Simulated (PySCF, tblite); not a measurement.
Complex of borane and water

A gas-phase complex of borane and water; neutral, singlet. The structure comes from a short search (6 tight-binding starts) and was relaxed by PBE0-D3(BJ)/def2-TZVPD; another way of binding may lie lower. Frequencies by PBE0-D3(BJ)/def2-TZVPD show no clear imaginary mode.

Parts: 1 = borane (B), atoms 1–4; 2 = water (O), atoms 5–7.

Coordinates in Å:
```
B1     -0.082   -0.145   -0.625
H2     -0.968   -0.804   -0.130
H3     -0.191    1.047   -0.483
H4      1.028   -0.591   -0.494
O5     -0.341   -0.317   -2.286
H6     -1.208    0.053   -2.492
H7     -0.380   -1.258   -2.492
```

```json
{"contact": "B1···O5", "kind (by geometry)": "partial bond", "distance (Å)": "1.690", "angle (°)": "-"}
```

Deforming the relaxed parts to their shape here costs 9.2 kcal/mol, which the interaction energies leave out.

Interaction energies are complex less parts, with the parts frozen as they stand in it; counterpoise-corrected, in kcal/mol (PySCF). The CCSD(T) estimate is Hartree-Fock/aug-cc-pVQZ, plus the MP2 correlation part extrapolated as X⁻³ from aug-cc-pVTZ and aug-cc-pVQZ, plus CCSD(T) less MP2 in aug-cc-pVDZ; noble-gas cores are frozen. It isn't the exact limit.

| level | interaction | superposition error removed |
| --- | --- | --- |
| Hartree-Fock/aug-cc-pVQZ | -15.97 | - |
| wB97M-D3(BJ)/def2-TZVPD | -24.36 | -0.19 |
| PBE0-D3(BJ)/def2-TZVPD | -26.37 | -0.19 |
| MP2/aug-cc-pVQZ | -23.98 | -0.50 |

(1) What does CCSD(T) at its estimated basis limit give, and which of these levels comes nearest?

(2) What holds them together? Decompose the wB97M-D3(BJ)/def2-TZVPD energy: frozen parts, their antisymmetrised product, then relaxation.

The parts were also relaxed and run alone, at the levels used for the complex: shieldings by PBE0/pcSseg-2; core levels by delta-SCF with SCAN, pcX-2 on the ionised atom and pcseg-1 elsewhere, spin-free X2C.

(3) How do these values change when the complex forms?

(4) What are the binding energy from relaxed parts (wB97M-D3(BJ)/def2-TZVPD), and ΔH and ΔG of association at 298.15 K and 1 atm?

Results:

(1) -23.61 kcal/mol. MP2/aug-cc-pVQZ is nearest, off by -0.37; the errors are Hartree-Fock/aug-cc-pVQZ +7.64, wB97M-D3(BJ)/def2-TZVPD -0.75, PBE0-D3(BJ)/def2-TZVPD -2.76, MP2/aug-cc-pVQZ -0.37.

(2) electrostatic -54.3, Pauli repulsion +79.3, orbital relaxation -48.1, dispersion correction -1.4 kcal/mol, which sum to the value before the counterpoise correction; the Pauli term holds the exchange-correlation of the frozen density too. Of the attraction, 52 % is electrostatic, 46 % is orbital relaxation, 1 % is dispersion correction.

(3) 
| property | alone | in the complex | change |
| --- | --- | --- | --- |
| shielding of B1 (ppm) | 2.7 | 98.0 | +95.3 |
| shielding of O5 (ppm) | 329.1 | 309.7 | -19.4 |
| B1 1s core level (eV) | 197.47 | 194.89 | -2.57 |
| O5 1s core level (eV) | 539.76 | 542.14 | +2.38 |

(4) -15.20 kcal/mol, -10.24 with zero-point energy; ΔH -11.9 and ΔG -3.0 kcal/mol, from harmonic vibrations by PBE0-D3(BJ)/def2-TZVPD with low modes damped.

The 6 runs behind this took 6.2 min in all, one thread each of Arm Neoverse N1 on a shared host, launched as `OMP_NUM_THREADS=1 python cluster_run.py task.json out`.
